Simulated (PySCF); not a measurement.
Compound: C3H3NS.
Numbering: `[CH2:1]=[CH:2][S:3][C:4]#[N:5]` (hydrogens: H6, H7 on C1; H8 on C2)

Computed with PySCF at wB97X-D/pcSseg-2, non-relativistic, on one gas-phase PBE0-D3(BJ)/def2-TZVP geometry that isn't relaxed in the solvent. The solvent is an IEF-PCM continuum (Bondi radii, 1.10 Å for H, scaled by 1.2). The model holds no explicit solvent molecules, cavitation or dispersion.

Gas phase at wB97X-D/pcSseg-2: HOMO -9.20 eV, LUMO 0.90 eV, dipole 3.69 D.

Task: What does the continuum do to the energy, the frontier levels and the dipole at wB97X-D/pcSseg-2 in chloroform?

Result: 
| solvent | ε | E(solvent) − E(gas) (kcal/mol) | polarisation term (kcal/mol) | distortion of the solute (kcal/mol) | HOMO (eV) | LUMO (eV) | dipole (D) |
| --- | --- | --- | --- | --- | --- | --- | --- |
| chloroform | 4.711 | -3.82 | -4.44 | 0.62 | -9.06 | 0.97 | 4.56 |

The polarisation term is half the interaction of the solute with the surface charges that it induces; the rest is the cost of distorting the solute's density. The sum is the electrostatic part of solvation alone.

Task: Which radius a makes the point-dipole formula ΔE = −[(ε − 1)/(2ε + 1)]·μ²/a³ give the value in chloroform, with the gas-phase dipole?

Result: μ = 1.453 au and |ΔE| = 0.00609 Eh give a = 2.63 Å; the farthest nucleus lies 2.71 Å from the centroid of the nuclei, so such a sphere wouldn't even hold the nuclei. The formula assumes a rigid point dipole at the centre of a sphere.

Conformer computed: `[CH2:1]=[CH:2][S:3][C:4]#[N:5]`: C1–C2–S3–C4 0°.

The pairwise dispersion term of wB97X-D wasn't added to the energies; at a given geometry it leaves orbitals and properties as they are.
